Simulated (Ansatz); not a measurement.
# MgBH2 (doublet): the correlation ladder at scale of all distances = 1.493, 6-31G

How much of the correlation energy of MgBH2 (doublet) does each wave-function method recover here?

Method: 6-31G, core rule «outside noble gas», up to 6 orbitals frozen; program: Ansatz 0.2.0, Gaussian basis.

The runs, in order: UHF; CCSD(T) on ROHF; CCSD(T) on UHF; BCCD(T) on ROHF; CISD as a restricted active space (open shells left free, so some higher excitations enter); CCSDT(Q) on ROHF; CCSDT(Q) on UHF; CISDTQ; CCSDTQ on ROHF; CASSCF and MRCISD+Q, 3 electrons in 3 orbitals; CASSCF and NEVPT2, 3 electrons in 3 orbitals; CASSCF and MRCISD+Q, 7 electrons in 10 orbitals; CASSCF and NEVPT2, 7 electrons in 10 orbitals; Full CI.

7 further runs of the same task are left out: 6 that didn't finish, 1 set aside as unsound or not needed. Runs told in other sessions of the task aren't counted.

## Step 1: What is computed

The geometry derives from a PBE0/def2-TZVP stationary point (not a proven minimum). All distances are scaled together.

4 atoms, charge 0, spin multiplicity 2.

Atoms are counted from 1 here; the program's logs count them from 0.

No contacts short enough for the rule that draws bonds.

## Step 2: UHF

Contents of in.yaml:

```yaml
crystal:
  periodic: [false, false, false]
  atoms:
    - {symbol: B, position_ang: [0.000000, 0.000000, 1.829463]}
    - {symbol: Mg, position_ang: [0.000000, 0.000000, -1.449997]}
    - {symbol: H, position_ang: [0.000000, 0.000000, 3.613404]}
    - {symbol: H, position_ang: [0.000000, 0.000000, -3.992870]}
basis:
  gaussian: {orbitals: 6-31G}
magnetization: {spin_polarized: true, initial_magnetization: 1}
hamiltonian: {xc: hf}
output: {orbitals: {seedname: orbitals}}
```

On the command line:

```console
ansatz run in.yaml --threads 1 --pin off --events-out ev --progress --plain --max-ram 2393MiB
```

After this run come: CCSD(T) on ROHF; CCSD(T) on UHF; BCCD(T) on ROHF; CISD as a restricted active space (open shells left free, so some higher excitations enter); CCSDT(Q) on ROHF; CCSDT(Q) on UHF; CISDTQ; CCSDTQ on ROHF; CASSCF and MRCISD+Q, 3 electrons in 3 orbitals; CASSCF and NEVPT2, 3 electrons in 3 orbitals; CASSCF and MRCISD+Q, 7 electrons in 10 orbitals; CASSCF and NEVPT2, 7 electrons in 10 orbitals; Full CI.

Before running them: what should the planned runs give, taken together? Wanted: FCI from the RHF energy; RMP2 from FCI; UMP2 from FCI; RCCSD from FCI; RCCSD(T) from FCI; UCCSD(T) from FCI; RCCSDT(Q) from FCI; UCCSDT(Q) from FCI; NEVPT2 pair from FCI.

The runs gave:

| quantity | value |
| --- | --- |
| FCI from the ROHF energy | -3.3258 eV |
| RMP2 from FCI | +1414.8 meV |
| UMP2 from FCI | +1479.9 meV |
| RCCSD from FCI | +70.3 meV |
| RCCSD(T) from FCI | +22.5 meV |
| UCCSD(T) from FCI | +22.9 meV |
| RCCSDT(Q) from FCI | +1.1 meV |
| UCCSDT(Q) from FCI | +0.7 meV |
| NEVPT2 pair from FCI | +1141.9 meV |
| MRCISD+Q pair from FCI | -94.1 meV |
| NEVPT2 valence from FCI | +135.1 meV |
| levels within 1 kcal/mol (43 meV) | RCCSD(T), UCCSD(T), BCCD(T), RCCSDT, UCCSDT, CISDTQ, RCCSDT(Q), UCCSDT(Q), RCCSDTQ, MRCISD valence, MRCISD+Q valence |
| T1 diagnostic | 0.068 |
| effectively unpaired electrons | 1.24 |

**Reading.** RCCSD(T) lands +22.5 meV from the yardstick (0.7 % of the correlation energy). MRCISD+Q pair falls below full CI: the +Q correction isn't variational, and the cores differ from full CI's. The occupations show static correlation (1.24 effectively unpaired electrons where one determinant has 1). Of the multireference levels listed MRCISD+Q valence comes nearest in total energy (+5.1 meV), which doesn't show that its space is the better one. These misses are within one basis, not against nature; the frozen cores of restricted and unrestricted runs differ, which can shift their rows.

Levels on UHF freeze UHF's core orbitals, full CI those of ROHF, so the U rows can settle a little off it for that reason alone.

With open shells the CI space here admits some higher excitations, so it is larger than plain CISD.
